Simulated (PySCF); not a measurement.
# Variants of one PySCF input: SiP⁺

Base input, run as `OMP_NUM_THREADS=1 python input.py` with PySCF 2.14:

```python
from pyscf import gto, dft
from pyscf.prop.polarizability import uhf as pol

mol = gto.M(
    atom='Si 0 0 0; P 0 0 2.155',
    basis='jorge-dzp-dkh',
    charge=1,
    spin=2,
    verbose=4,
)
mf = dft.UKS(mol, xc='m06')
mf = mf.sfx2c1e()
mf.kernel()
print('polarizability (a.u.)')
print(pol.Polarizability(mf).polarizability().round(4))
mf.dip_moment()
print('orbital energies (hartree):', [e[max(0, n-3):n+3].round(4) for e, n in zip(mf.mo_energy, mol.nelec)])
```

Base result: E(SCF) = -631.830052 Eh, ⟨S²⟩ = 2.014, α(xx, yy, zz) = 8.9, 24.5, 70.0 bohr³. The bond length is a typed value, not an optimised one. The dipole of an ion depends on the origin. No search for the lowest solution was made.

Hardware: Intel Xeon Platinum 8375C @ 2.90GHz, 1 thread, shared host. Wall time 18 s, peak memory 0.29 GiB.

Each row names what differs from the base; energies in brackets are changes from the base.

```tsv
change	result	wall time (s)
cycle limit: 50 → 3 [unsound on purpose]	not converged: SCF after 3 cycles	11
smearing width (hartree): none → 0.005; step after the SCF: polarizability → none [smearing does not keep the typed spin]	E(SCF) = -631.778736 Eh (+1.3964 eV), 13 cycles	5.2
convergence threshold: default → 0.001 [unsound on purpose]	E(SCF) = -631.830003 Eh (+0.0013 eV), 5 cycles, ⟨S²⟩ = 2.008, α(xx, yy, zz) = 9.5, 23.9, 70.0 bohr³	11
step after the SCF: polarizability → mp2; SCF type: UKS → UHF; functional: m06 → none (Hartree–Fock); frozen orbitals: default → 10 [an earlier cycle lay lower, so not the lowest solution of its kind]	E(SCF) = -630.703476 Eh, E(MP2) − E(SCF) = -0.15031 Eh, ⟨S²⟩ = 2.087	1.3
geometry: bond 2.155 → bond 2.306	E(SCF) = -631.847849 Eh (-0.4843 eV), 10 cycles, ⟨S²⟩ = 2.004, α(xx, yy, zz) = 29.3, 29.3, 73.3 bohr³	12
integration grid: default → (20, 50) [unsound on purpose] [an earlier cycle lay lower, so not the lowest solution of its kind]	E(SCF) = -631.954109 Eh (-3.3758 eV), ⟨S²⟩ = 2.003, α(xx, yy, zz) = 4.2, 24.6, 71.0 bohr³	2.5
spin-free X2C: on → off [unsound on purpose]	E(SCF) = -630.203259 Eh, 12 cycles, ⟨S²⟩ = 2.014, α(xx, yy, zz) = 17.6, 15.6, 70.2 bohr³	13
charge: 1 → 2; spin (2S): 2 → 1	not converged: SCF after 50 cycles	23
basis set: jorge-dzp-dkh → 6-311g**; spin-free X2C: on → off	E(SCF) = -630.401476 Eh, ⟨S²⟩ = 2.020, α(xx, yy, zz) = 18.2, 4.5, 70.5 bohr³	20
integration grid: default → 5	E(SCF) = -631.830120 Eh (-0.0018 eV), 12 cycles, ⟨S²⟩ = 2.014, α(xx, yy, zz) = 9.7, 23.9, 70.0 bohr³	29
```
